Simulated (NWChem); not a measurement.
hydrogen cyanide (CHN); SMILES C#N

All runs: NWChem. The geometry was optimised at PBE0-D3(BJ)/def2-TZVP.

**Question.** Predict the results for TPSS/3-21G. Quantities: highest occupied level (eV); orbital gap (eV); dipole (D).

**Answer.** 
```
Item                         Value
---------------------------  -----
highest occupied level (eV)  -8.62
orbital gap (eV)              8.74
dipole (D)                    2.69
```
